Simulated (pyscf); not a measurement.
Four-centre exchange: O=Mo(=O)(OH)–OH (SMILES [O]=[Mo](=[O])([OH])[OH]) + H₂ (SMILES [H][H]) → O=MoH(=O)–OH (SMILES [O]=[MoH](=[O])[OH]) + H₂O (SMILES O)

Gas phase, singlet surface, charge 0. Bonds broken: Mo1–O2, H8–H9. Bonds formed: Mo1–H8, O2–H9. PySCF, gas phase, ωB97X-D3(BJ)/def2-SVP geometries.

Transition state (Å):

```xyz
9

Mo    -0.7665     0.2463     1.2581
O      0.1188     1.7472     2.3962
O      0.6884    -0.4897     0.9064
O     -1.2949     1.1333    -0.0432
O     -1.9282    -1.2170     1.4146
H      1.0120     1.5488     2.7126
H     -2.8892    -1.1297     1.3852
H     -1.6888     0.7055     2.9631
H     -0.8841     1.2771     3.0087
```

One imaginary mode, 1276i cm⁻¹; descent along it reached the two sides named, in the forms told below.

```json
[
 {"bond": "Mo1–O2", "change": "breaks", "reactant side (Å)": "1.871", "saddle": "2.081", "product side": "2.390"},
 {"bond": "H8–H9", "change": "breaks", "reactant side (Å)": "0.760", "saddle": "0.988", "product side": "3.0"},
 {"bond": "Mo1–H8", "change": "forms", "reactant side (Å)": "3.3", "saddle": "1.992", "product side": "1.716"},
 {"bond": "O2–H9", "change": "forms", "reactant side (Å)": "2.6", "saddle": "1.266", "product side": "0.971"}
]
```

Electronic energies relative to the separated reactants (eV):

| level | barrier | reaction energy | reverse barrier |
|---|---|---|---|
| ωB97X-D3(BJ)/def2-TZVP | 1.55 | +0.90 | 0.65 |
| PBE/def2-TZVP | 1.37 | +0.93 | 0.44 |
| r²SCAN/def2-TZVP | 1.44 | +1.03 | 0.41 |
| B3LYP-D3(BJ)/def2-TZVP | 1.54 | +0.91 | 0.63 |
| PBE0-D3(BJ)/def2-TZVP | 1.43 | +0.86 | 0.57 |
| M06-2X/def2-TZVP | 1.62 | +0.87 | 0.75 |
| ωB97M-D3(BJ)/def2-TZVP | 1.55 | +0.79 | 0.76 |

With ωB97M-D3(BJ)/def2-TZVP energies and thermal terms (ideal gas, 1 atm, RRHO with modes under 100 cm⁻¹ raised to 100, one conformer, R ln 2 for chiral ones without a mode under 150 cm⁻¹), in eV:

| T (K) | ΔH‡ | ΔG‡ | ΔH | ΔG |
|---|---|---|---|---|
| 298 | 1.59 | 1.97 | +0.91 | +0.80 |
| 600 | 1.55 | 2.38 | +0.86 | +0.71 |
| 900 | 1.53 | 2.81 | +0.81 | +0.65 |
| 1200 | 1.54 | 3.23 | +0.78 | +0.60 |

On the product side the descent ends in an adduct with a Mo–O contact (not fully relaxed), 0.39 eV under the separated species and 1.04 eV under the saddle at ωB97X-D3(BJ)/def2-TZVP. What is counted as broken (Mo–O) persists as a longer contact in the product adduct; parting that adduct is a step of its own. At the saddle there is also a short H–Mo contact that neither side keeps. One saddle was located; it need not be the lowest between these sides. Elements past Kr carry the def2 core potentials, without spin-orbit coupling.
